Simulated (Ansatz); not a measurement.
# SiNH2 (doublet): the correlation ladder at a displaced geometry (v2), cc-pVDZ

How much of the correlation energy of SiNH2 (doublet) does each wave-function method recover here?

Method: cc-pVDZ, core rule «outside noble gas», up to 6 orbitals frozen; program: Ansatz 0.2.0, Gaussian basis.

The runs, in order: UHF; CCSD(T) on ROHF; CCSD(T) on UHF; BCCD(T) on ROHF; CISD; CCSDT(Q) on ROHF; CCSDT(Q) on UHF; CASSCF and MRCISD+Q, 11 electrons in 10 orbitals; CASSCF and MRCISD+Q(relaxed), 11 electrons in 10 orbitals; CASSCF and NEVPT2, 11 electrons in 10 orbitals.

19 further runs of the same task are left out: 9 that didn't finish, 10 set aside as unsound or not needed.

## 1. The geometry

The geometry is a PBE0/def2-TZVP stationary point (not a proven minimum) with its atoms shifted at random (size 0.100 Å).

4 atoms, charge 0, spin multiplicity 2.

Atoms are counted from 1 here; the program's logs count them from 0.

Bond lengths: Si1–N2 1.702 Å, N2–H3 0.992 Å, N2–H4 1.091 Å. Angles: Si1–N2–H3 125.2°, Si1–N2–H4 119.5°, H3–N2–H4 112.0°.

As a file:

```xyz
4
H2NSi
Si    0.0545   -0.0003    0.6413
N    -0.1104    0.0081   -1.0526
H    -0.0338    0.8106   -1.6298
H     0.0493   -0.9146   -1.6116
```

## 2. UHF

File in.yaml:

```yaml
crystal:
  periodic: [false, false, false]
  atoms:
    - {symbol: Si, position_ang: [0.054491, -0.000297, 0.641278]}
    - {symbol: N, position_ang: [-0.110383, 0.008077, -1.052597]}
    - {symbol: H, position_ang: [-0.033763, 0.810645, -1.629840]}
    - {symbol: H, position_ang: [0.049346, -0.914610, -1.611626]}
basis:
  gaussian: {orbitals: cc-pVDZ}
magnetization: {spin_polarized: true, initial_magnetization: 1}
hamiltonian: {xc: hf}
output: {orbitals: {seedname: orbitals}}
```

Command:

```bash
$ ansatz run in.yaml --threads 1 --pin off --events-out ev --progress --plain --max-ram 2393MiB
```

Further steps of the session: CCSD(T) on ROHF; CCSD(T) on UHF; BCCD(T) on ROHF; CISD; CCSDT(Q) on ROHF; CCSDT(Q) on UHF; CASSCF and MRCISD+Q, 11 electrons in 10 orbitals; CASSCF and MRCISD+Q(relaxed), 11 electrons in 10 orbitals; CASSCF and NEVPT2, 11 electrons in 10 orbitals.

Q: Predict the results of all the runs planned. Wanted: UCCSDT(Q) below the RHF energy; RMP2 from UCCSDT(Q); UMP2 from UCCSDT(Q); RCCSD from UCCSDT(Q); RCCSD(T) from UCCSDT(Q); UCCSD(T) from UCCSDT(Q); RCCSDT(Q) from UCCSDT(Q); NEVPT2 valence from UCCSDT(Q); MRCISD+Q valence from UCCSDT(Q).

The runs gave:

```
                                quantity                                                                              value
          UCCSDT(Q) below the RHF energy                                                                         -7.5987 eV
                     RMP2 from UCCSDT(Q)                                                                         +946.0 meV
                     UMP2 from UCCSDT(Q)                                                                         +957.5 meV
                    RCCSD from UCCSDT(Q)                                                                         +257.0 meV
                 RCCSD(T) from UCCSDT(Q)                                                                          +40.6 meV
                 UCCSD(T) from UCCSDT(Q)                                                                          +40.6 meV
                RCCSDT(Q) from UCCSDT(Q)                                                                           +1.6 meV
           NEVPT2 valence from UCCSDT(Q)                                                                        +1271.3 meV
         MRCISD+Q valence from UCCSDT(Q)                                                                          +58.3 meV
MRCISD+Q(relaxed) valence from UCCSDT(Q)                                                                           -1.2 meV
       levels within 1 kcal/mol (43 meV)  RCCSD(T), UCCSD(T), BCCD(T), RCCSDT, UCCSDT, RCCSDT(Q), MRCISD+Q(relaxed) valence
                           T1 diagnostic                                                                              0.022
          effectively unpaired electrons                                                                               1.02
```

What this shows: RCCSD(T) lands +40.6 meV from the yardstick (0.5 % of the correlation energy). One determinant dominates. Of the multireference levels listed MRCISD+Q(relaxed) valence comes nearest in total energy (-1.2 meV), which doesn't show that its space is the better one. These misses are within one basis, not against nature; the frozen cores of restricted and unrestricted runs differ, which can shift their rows.
